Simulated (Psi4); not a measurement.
# U-r2SCAN/def2-SVPD run of CH5B− (SMILES [BH2-]C)

Aim: the vertical ionisation energy of CH5B− at U-r2SCAN/def2-SVPD, from 2 runs. 

The results are computed with Psi4 1.11.

## (1) The molecule

CH5B− has 7 atoms, charge -1, and is taken as a doublet. SMILES: `[BH2-]C`. Geometry: relaxed at GFN2-xTB.

Bond lengths: B1–C2 1.642 Å, B1–H3 1.245 Å, B1–H4 1.245 Å, C2–H5 1.102 Å, C2–H6 1.114 Å, C2–H7 1.102 Å. Angles: B1–C2–H5 112.7°, B1–C2–H6 114.9°, B1–C2–H7 112.6°, C2–B1–H3 113.3°, C2–B1–H4 113.3°, H5–C2–H6 104.9°, H5–C2–H7 105.8°, H6–C2–H7 104.9°, H3–B1–H4 112.0°.

## (2) Energy and gradient at U-r2SCAN/def2-SVPD

ch5b.xyz reads:

```xyz
7
CH5B
B     -0.367620    -0.876680     0.296410
C      0.129860     0.657930    -0.010930
H      0.566410    -1.652080     0.572900
H     -1.111250    -1.340120    -0.587590
H      0.713810     1.090030     0.817870
H      0.779370     0.770230    -0.909000
H     -0.710590     1.350700    -0.179660
```

run_ase.py reads:

```python
import numpy as np
from ase.calculators.psi4 import Psi4
from ase.io import read

a = read('ch5b.xyz')
calc = Psi4(atoms=a, method='r2scan', basis='def2-SVPD', memory='1600MB', num_threads=1, charge=-1, multiplicity=2, label='psi4-calc', reference='uks')
calc.psi4.set_options({'puream': True, 'e_convergence': 1e-09, 'd_convergence': 1e-08, 'scf_type': 'pk', 'dft_radial_points': 99, 'dft_spherical_points': 590, 'maxiter': 200})
a.calc = calc

forces = a.get_forces()
print(f'energy: {a.get_potential_energy():.6f} eV')
print('forces / eV A^-1')
print(np.round(forces, 5))
```

Started as:

```bash
$ python run_ase.py
```

psi4-calc.dat:

```text
[...]
  Running in c1 symmetry.
[...]
  Nuclear repulsion =   30.809888872353739
[...]
  Multiplicity = 2
[...]
  Nalpha       = 9
  Nbeta        = 8
[...]
    Number of basis functions: 80
[...]
   @UKS iter   1:   -65.40493236787287   -2.14344e-01   9.89973e-03 ADIIS/DIIS
[...]
   @UKS iter  12:   -65.82009408109548   -1.41398e-11   9.62884e-09 DIIS
[...]
   @S^2 Observed:                7.550919994E-01
[...]
    Orbital Energies [Eh]
    ---------------------
    Alpha Occupied:
       1A     -9.823197     2A     -6.369932     3A     -0.437068
       4A     -0.208537     5A     -0.159896     6A     -0.155404
       7A     -0.055657     8A     -0.039596     9A      0.095235
    Alpha Virtual:
      10A      0.186262    11A      0.208842    12A      0.277657
      13A      0.278063    14A      0.287551    15A      0.290993
      16A      0.305178    17A      0.320019    18A      0.328314
      19A      0.363296    20A      0.371329    21A      0.392661
      22A      0.394792    23A      0.403338    24A      0.458793
      25A      0.466882    26A      0.495398    27A      0.512665
[...]
  @UKS Final Energy:   -65.82009408109548
   => Energetics <=
    Nuclear Repulsion Energy =             30.8098888723537385
    One-Electron Energy =                -151.4105125880971627
    Two-Electron Energy =                  66.1919056496293337
    DFT Exchange-Correlation Energy =     -11.4113760149813803
    Empirical Dispersion Energy =           0.0000000000000000
    VV10 Nonlocal Energy =                  0.0000000000000000
    Total Energy =                        -65.8200940810954762
[...]
 Multipole Moments:
 ------------------------------------------------------------------------------------
     Multipole            Electronic (a.u.)      Nuclear  (a.u.)        Total (a.u.)
 ------------------------------------------------------------------------------------
 L = 1.  Multiply by 2.5417464519 to convert [e a0] to [Debye]
 Dipole X            :         -0.2744288            0.8728851            0.5984564
 Dipole Y            :          0.1499533            1.2455982            1.3955515
 Dipole Z            :          0.4382142           -0.9289359           -0.4907217
 Magnitude           :                                                    1.5957825
[...]
  -Total Gradient:
     Atom            X                  Y                   Z
    ------   -----------------  -----------------  -----------------
       1       -0.009077179293    -0.003794344033     0.011919902505
       2        0.004303723960     0.004996908406    -0.004738963311
       3        0.003035551326     0.000132445734    -0.002982410789
       4        0.001825184452     0.000425991602    -0.003753948897
       5       -0.002234416531    -0.001802264124    -0.003166710909
       6       -0.000854906278     0.002850446278     0.001966635940
       7        0.003126898256    -0.002790957784     0.000579630244
[...]
```

The script printed:

```text
energy: -1791.055988 eV
forces / eV A^-1
[[ 0.46677  0.19511 -0.61295]
 [-0.22131 -0.25695  0.24369]
 [-0.15609 -0.00681  0.15336]
 [-0.09385 -0.02191  0.19304]
 [ 0.1149   0.09268  0.16284]
 [ 0.04396 -0.14658 -0.10113]
 [-0.16079  0.14352 -0.02981]]
```

It took 48 s on 1 thread of AMD EPYC 9R45 (Zen 5), shared host; peak memory 1.1 GiB.

## (3) Singlet neutral CH5B: a single-point energy at r2SCAN/def2-SVPD

run.py reads:

```python
import psi4

psi4.set_memory(1600000000)
psi4.set_num_threads(1)
psi4.core.set_output_file('run.log', False)

mol = psi4.geometry("""
0 1
B
C 1 1.642246
H 1 1.245032 2 113.34578
H 1 1.244676 3 111.96512 2 129.72848
H 2 1.102097 1 112.71469 4 174.94434
H 2 1.114004 5 104.9397 1 -125.79125
H 2 1.10216 5 105.82662 6 -110.6702
units angstrom
symmetry c1
""")

psi4.set_options({
    'basis': 'def2-SVPD',
    'reference': 'rks',
    'puream': True,
    'e_convergence': 1e-09,
    'd_convergence': 1e-08,
    'scf_type': 'pk',
    'dft_radial_points': 99,
    'dft_spherical_points': 590,
})

result, w = psi4.energy("r2scan", return_wfn=True)
psi4.oeprop(w, "DIPOLE", "MAYER_INDICES", "QUADRUPOLE", title="R2SCAN")
print(f'total energy {result:.8f} hartree = {result * 27.211386:.5f} eV')
```

Started as:

```bash
$ python run.py
```

run.log:

```text
[...]
  Running in c1 symmetry.
[...]
  Nuclear repulsion =   30.809886340462491
[...]
  Multiplicity = 1
[...]
  Nalpha       = 8
  Nbeta        = 8
[...]
    Number of basis functions: 80
[...]
   @RKS iter   1:   -65.56361867326791   -3.73030e-01   8.25280e-03 ADIIS/DIIS
[...]
   @RKS iter  10:   -65.80880712038990   -1.31166e-11   8.58563e-09 DIIS
[...]
    Orbital Energies [Eh]
    ---------------------
    Doubly Occupied:
       1A    -10.036697     2A     -6.670756     3A     -0.652760
       4A     -0.447614     5A     -0.371634     6A     -0.365864
       7A     -0.294838     8A     -0.283020
[...]
  @RKS Final Energy:   -65.80880712038990
   => Energetics <=
    Nuclear Repulsion Energy =             30.8098863404624908
    One-Electron Energy =                -147.6433106499248709
    Two-Electron Energy =                  62.2053136628556160
    DFT Exchange-Correlation Energy =     -11.1806964737831489
    Empirical Dispersion Energy =           0.0000000000000000
    VV10 Nonlocal Energy =                  0.0000000000000000
    Total Energy =                        -65.8088071203899005
[...]
 Multipole Moments:
 ------------------------------------------------------------------------------------
     Multipole            Electronic (a.u.)      Nuclear  (a.u.)        Total (a.u.)
 ------------------------------------------------------------------------------------
 L = 1.  Multiply by 2.5417464519 to convert [e a0] to [Debye]
 Dipole X            :          0.9234163           -0.7049114            0.2185049
 Dipole Y            :         -0.4392669            0.3351670           -0.1040999
 Dipole Z            :         -1.4263190            1.6022262            0.1759072
 Magnitude           :                                                    0.2992065
 L = 2.  Multiply by 1.3450342976 to convert [e a0^2] to [Debye ang]
 Quadrupole XX       :        -18.8243822            8.1844859          -10.6398962
 Quadrupole XY       :         -3.0651186            2.3536739           -0.7114448
[...]
```

Standard output:

```text
total energy -65.80880712 hartree = -1790.74885 eV
```

Run time: 22 s. Hardware: 1 thread of AMD EPYC 9R45 (Zen 5), shared host; peak memory 1.1 GiB.

## (4) Summary of results

At U-r2SCAN/def2-SVPD:

| quantity | value |
| --- | --- |
| doublet CH5B−: total energy | -65.82009 Eh |
| doublet CH5B−: HOMO energy (highest over α and β) | 2.59 eV |
| doublet CH5B−: LUMO energy (lowest over α and β) | 5.04 eV |
| doublet CH5B−: ⟨S²⟩ | 0.755 |
| doublet CH5B−: largest force on an atom | 0.795 eV/Å |
| singlet neutral CH5B: total energy | -65.80881 Eh |
| singlet neutral CH5B: dipole moment | 0.76 D |
| singlet neutral CH5B: HOMO energy | -7.70 eV |
| singlet neutral CH5B: LUMO energy | -2.78 eV |
| singlet neutral CH5B: HOMO–LUMO gap | 4.92 eV |
| vertical detachment energy (to the singlet neutral) | 0.307 eV |

**Reading.** The vertical ionisation energy comes to 0.31 eV (7.1 kcal/mol). The largest force (doublet CH5B−) is 0.79 eV/Å: the shape isn't a stationary point for this species at this level. Only the singlet of the ionised species was computed; a triplet could lie lower. The HOMO (doublet CH5B−) lies at positive energy, 2.59 eV, as semi-local functionals often give for anions; only total energies tell whether the electron is bound.
